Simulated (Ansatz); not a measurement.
**FH4PSi: how energies converge with the basis set**

The task here is to estimate one member of a computed series from the others.

Method: one geometry, several basis sets; program: Ansatz 0.2.0, Gaussian basis.

Levels to be run: PBE0-D4/def2-SVP; ωB97M-V/def2-SVP; PBE0-D4/def2-QZVPP; ωB97M-V/def2-QZVPP; the functionals' def2-TZVPP values are taken from earlier runs.

## The geometry

All runs share one geometry, relaxed beforehand with PBE0-D4 in a triple-zeta def2 set.

SMILES `F[SiH2]P`, 7 atoms, charge 0, spin multiplicity 1.

Atoms are counted from 1 here; the program's logs count them from 0.

Bond lengths: F1–Si2 1.603 Å, Si2–P3 2.244 Å, Si2–H4 1.484 Å, Si2–H5 1.483 Å, P3–H6 1.421 Å, P3–H7 1.423 Å. Angles: F1–Si2–P3 108.5°, F1–Si2–H4 108.3°, F1–Si2–H5 107.0°, P3–Si2–H4 108.5°, P3–Si2–H5 114.2°, H4–Si2–H5 110.2°, Si2–P3–H6 93.9°, Si2–P3–H7 90.5°, H6–P3–H7 93.4°.

As a file:

```xyz
7

F    -2.08655   -0.13023    0.20239
Si   -0.62321   -0.18777   -0.44829
P     0.89122   -0.21168    1.20782
H    -0.50398   -1.45289   -1.21488
H    -0.50886    0.97629   -1.36078
H     0.94342    1.20424    1.31072
H     1.94926   -0.26596    0.25742
```

The first run:

Contents of in.yaml:

```yaml
crystal:
  periodic: [false, false, false]
  atoms:
    - {symbol: F, position_ang: [-2.086549, -0.130225, 0.202391]}
    - {symbol: Si, position_ang: [-0.623211, -0.187767, -0.448290]}
    - {symbol: P, position_ang: [0.891218, -0.211684, 1.207817]}
    - {symbol: H, position_ang: [-0.503981, -1.452887, -1.214880]}
    - {symbol: H, position_ang: [-0.508859, 0.976286, -1.360777]}
    - {symbol: H, position_ang: [0.943424, 1.204239, 1.310722]}
    - {symbol: H, position_ang: [1.949258, -0.265960, 0.257417]}
basis:
  gaussian: {orbitals: def2-SVP}
hamiltonian: {xc: pbe0, dispersion: d4}
output: {orbitals: {seedname: orbitals}}
```

Launch:

```
> ansatz run in.yaml --threads 2 --pin off --events-out ev --progress --plain --max-ram 4352MiB
```

Steps of the session up to this table: PBE0-D4 in def2-SVP; ωB97M-V in def2-SVP; PBE0-D4 in def2-QZVPP; ωB97M-V in def2-QZVPP.

One of the session's tables, all rows but one given; the rest of the session is left out.

It belongs to the step «Functionals by basis». 

```
functional       basis  HOMO (eV)  LUMO (eV)
   PBE0-D4    def2-SVP      -7.82       0.24
   PBE0-D4  def2-TZVPP      -7.87      -0.18
   PBE0-D4  def2-QZVPP      -7.88      -0.31
   ωB97M-V    def2-SVP      -9.87       2.23
   ωB97M-V  def2-TZVPP      -9.96       1.63
   ωB97M-V  def2-QZVPP          ?          ?
```

**Question.** Estimate the row for ωB97M-V, def2-QZVPP.

As computed: HOMO (eV): -9.98; LUMO (eV): 1.31. In the column «HOMO (eV)» it is the lowest.
